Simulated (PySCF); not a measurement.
Species: CH₃NO.
Atom-mapped SMILES: `[NH2:1][CH:2]=[O:3]` (hydrogens: H4, H5 on N1; H6 on C2)

A GFN2-xTB structure was refined with PySCF, PBE0-D3(BJ)/def2-SVP geometry optimisation, gas phase. Its GFN2-xTB values:

```csv
coordinate,GFN2-xTB
N1–C2,1.323 Å
N1–H4,0.977 Å
C2=O3,1.191 Å
C2–H6,1.115 Å
N1–C2–O3,123.3°
N1–C2–H6,113.0°
C2–N1–H4,119.6°
C2–N1–H5,121.8°
O3–C2–H6,123.6°
H4–N1–H5,118.5°
```

Q: How do these coordinates change at the PBE0-D3(BJ)/def2-SVP level?

A: 
```tsv
coordinate	PBE0-D3(BJ)/def2-SVP (Å or °)	change
N1–H4	1.013	+0.036
N1–C2	1.354	+0.031
C2=O3	1.206	+0.015
C2–H6	1.119	+0.004
N1–C2–O3	125.3	+2.0
N1–C2–H6	111.9	-1.1
O3–C2–H6	122.8	-0.8
H4–N1–H5	119.3	+0.8
C2–N1–H4	119.0	-0.6
C2–N1–H5	121.6	-0.2
```

The energy falls by 0.094 eV over 11 energy and gradient evaluations, the largest force component goes from 0.0525 to 3.8e-04 Eh/bohr, and the atoms move by 0.028 Å rms after alignment. The bond that changes most is N1–H4 (amide nitrogen to amide N–H hydrogen), which lengthens by 0.036 Å. Bonds longer at the end by more than 0.005 Å: 3 of 5; shorter: 1. Rotational constants go from 73795, 11989, 10313 to 73895, 11398, 9875 MHz.

The run used 57 basis functions and 75 SCF cycles in all.

No frequency check.

Shape of the structure used: `[NH2:1][CH:2]=[O:3]`: H–N1–C2–O3 1°, H–N1–C2–O3 179°.
